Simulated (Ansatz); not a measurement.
## Worked example: H3Si–PH2⁺, doublet against H3Si–PH2, singlet

Geometry (PBE0/def2-TZVP stationary point of a singlet), kept for both states (H3Si–PH2, singlet: A'; H3Si–PH2⁺, doublet: A'):

```xyz
7

Si   -0.0346    0.0000    1.1398
P     0.0909    0.0000   -1.1125
H     0.6699   -1.2091    1.6403
H     0.6699    1.2091    1.6403
H    -1.4250    0.0000    1.6660
H    -0.8719   -1.0346   -1.2599
H    -0.8719    1.0346   -1.2599
```

Basis cc-pVDZ; Ansatz 0.2.0. Correlated methods freeze the noble-gas cores. Prefix R: restricted or restricted open-shell reference; prefix U: unrestricted.

Full CI isn't at hand for all of this; UCCSDT(Q) serves as the reference, and is uncertain by the last step of the cluster series or more.

```csv
level,"E(H3Si–PH2, singlet) (hartree)","E(H3Si–PH2⁺, doublet) (hartree)"
UHF,-632.572665,-632.245528
UMP2,-632.805949,-632.450104
UCCSD(T),-632.860689,-632.505125
PBE,-633.511006,-633.154125
wB97M-V,-633.770043,-633.406805
UCCSDT(Q),-632.862176,-632.506739
```

Problem. Give the vertical gap, H3Si–PH2⁺ doublet less H3Si–PH2 singlet, at each level in eV (1 hartree = 27.2114 eV), and each error against UCCSDT(Q).

Solution. UCCSDT(Q): (-632.506739 − (-632.862176)) × 27.2114 = 9.672 eV (the reference)
wB97M-V: (-633.406805 − (-633.770043)) × 27.2114 = 9.884 eV, error 0.212 eV
PBE: (-633.154125 − (-633.511006)) × 27.2114 = 9.711 eV, error 0.039 eV
UCCSD(T): (-632.505125 − (-632.860689)) × 27.2114 = 9.675 eV, error 0.003 eV
UMP2: (-632.450104 − (-632.805949)) × 27.2114 = 9.683 eV, error 0.011 eV
UHF: (-632.245528 − (-632.572665)) × 27.2114 = 8.902 eV, error -0.770 eV

Total energies of functionals can't be set beside those of wave-function methods, since they hold the core's correlation and their own absolute errors; only the differences compare.

In so small a basis the reference is far from its limit while semilocal and hybrid functionals are nearer theirs, so the functionals' errors here hold much of the reference's basis and frozen-core error, which can add to them or hide them.

Each level lands on the state that its own search finds. T1 diagnostics of restricted CCSD: 0.012 and 0.023.
